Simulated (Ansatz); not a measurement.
# SiH3O radical: basis-set convergence

How large a basis does SiH3O radical need? Two functionals and correlated methods are run in growing sets.

Program: Ansatz 0.2.0, Gaussian basis. Level of theory: one geometry, several basis sets. These are calculated values, not measurements.

The runs, in order: PBE0-D4/def2-SVP; ωB97M-V/def2-SVP; PBE0-D4/def2-QZVPP; ωB97M-V/def2-QZVPP; CCSD(T)/cc-pV(D+d)Z; CCSD(T)/cc-pV(T+d)Z; CCSD(T)/cc-pV(Q+d)Z; the functionals' def2-TZVPP values are taken from earlier runs.

**1. Structure used throughout**

The geometry comes from an earlier relaxation with PBE0-D4 in a triple-zeta def2 set; it is a stationary point.

SMILES `O[SiH2]`, 5 atoms, charge 0, spin multiplicity 2.

Atoms are counted from 1 here; the program's logs count them from 0.

Bond lengths: O1–Si2 1.652 Å, O1–H3 0.959 Å, Si2–H4 1.497 Å, Si2–H5 1.487 Å. Angles: Si2–O1–H3 117.3°, O1–Si2–H4 111.2°, O1–Si2–H5 105.6°, H4–Si2–H5 110.5°.

**2. PBE0-D4 in def2-SVP**

Input file in.yaml:

```yaml
crystal:
  periodic: [false, false, false]
  atoms:
    - {symbol: O, position_ang: [0.617759, -0.446062, 0.826694]}
    - {symbol: Si, position_ang: [0.061966, 0.333479, -0.519970]}
    - {symbol: H, position_ang: [0.670644, -1.402424, 0.790256]}
    - {symbol: H, position_ang: [-1.242495, -0.240575, -0.978797]}
    - {symbol: H, position_ang: [-0.107874, 1.755572, -0.118183]}
basis:
  gaussian: {orbitals: def2-SVP}
magnetization: {spin_polarized: true, initial_magnetization: 1}
hamiltonian: {xc: pbe0, dispersion: d4}
output: {orbitals: {seedname: orbitals}}
```

On the command line:

```bash
> ansatz run in.yaml --threads 2 --pin off --events-out ev --progress --plain --max-ram 32768MiB --backend cpu
```

After this run come: ωB97M-V in def2-SVP; PBE0-D4 in def2-QZVPP; ωB97M-V in def2-QZVPP; CCSD(T) in cc-pV(D+d)Z; CCSD(T) in cc-pV(T+d)Z; CCSD(T) in cc-pV(Q+d)Z.

**Question.** What will the summary of the whole plan be? Wanted: MP2 correlation recovered, cc-pV(D+d)Z; MP2 correlation recovered, cc-pV(T+d)Z; MP2 correlation recovered, cc-pV(Q+d)Z; CCSD(T) limit from def2 sets; PBE0-D4: double and triple zeta above quadruple; ωB97M-V: double and triple zeta above quadruple.

As calculated:

| quantity | value |
| --- | --- |
| MP2 correlation recovered, cc-pV(D+d)Z | 69.1 % |
| MP2 correlation recovered, cc-pV(T+d)Z | 88.1 % |
| MP2 correlation recovered, cc-pV(Q+d)Z | 95.0 % |
| CCSD(T) limit from def2 sets (earlier runs) less the limit of this series | -18 meV |
| PBE0-D4: double and triple zeta above quadruple | 5.98, 0.41 eV |
| ωB97M-V: double and triple zeta above quadruple | 6.04, 0.39 eV |

In words: For PBE0-D4 the step from double to triple zeta gains 5.58 eV and the next only 0.41 eV. Correlation climbs from 69 % (cc-pV(D+d)Z) to 95 % (cc-pV(Q+d)Z) of the limit; Hartree-Fock is 0.089 eV from its own by then. A limit from the def2 sets, made apart, differs by 18 meV, a least measure of the doubt on such a limit. These are total energies; as a rule much of such shifts cancels in differences, which this series doesn't test.
